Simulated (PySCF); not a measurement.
BCl⁻, PBE0: how much the basis matters

PySCF, UKS reference; doublet, unpaired electrons π ↑; De to B + Cl⁻ without counterpoise correction.

| basis | relativity | functions | Re (Å) | ωe (cm⁻¹) | De (eV) | μ (D) |
| --- | --- | --- | --- | --- | --- | --- |
| aug-pcseg-1 | no relativity | 50 | 1.897 | 509 | 1.73 | 5.79 |
| aug-cc-pVDZ/aug-cc-pV(D+d)Z | no relativity | 55 | 1.890 | 521 | 1.78 | 5.78 |
| def2-TZVPPD | no relativity | 88 | 1.890 | 516 | 1.77 | 5.28 |

(1) How does each smaller set differ from the one with most functions, def2-TZVPPD?

A positive dipole points towards Cl; it is taken about the centre of mass and depends on that origin. For an ion De counts to the pair picked by the measured ionisation energies or electron affinities, which need not be the lowest pair at this level. The highest Kohn–Sham level is positive in some of these anions. Much of that is self-interaction error, but it also means that the finite basis helps to hold the extra electron. The state was picked by a PBE0 search and need not be the measured ground state.

## Answers

(1) aug-pcseg-1: +0.7 pm, -1.4 % in ωe, -0.04 eV in De; aug-cc-pVDZ/aug-cc-pV(D+d)Z: +0.0 pm, +1.0 % in ωe, +0.01 eV in De. All at PBE0; the set with most functions is neither the basis-set limit nor always the best.
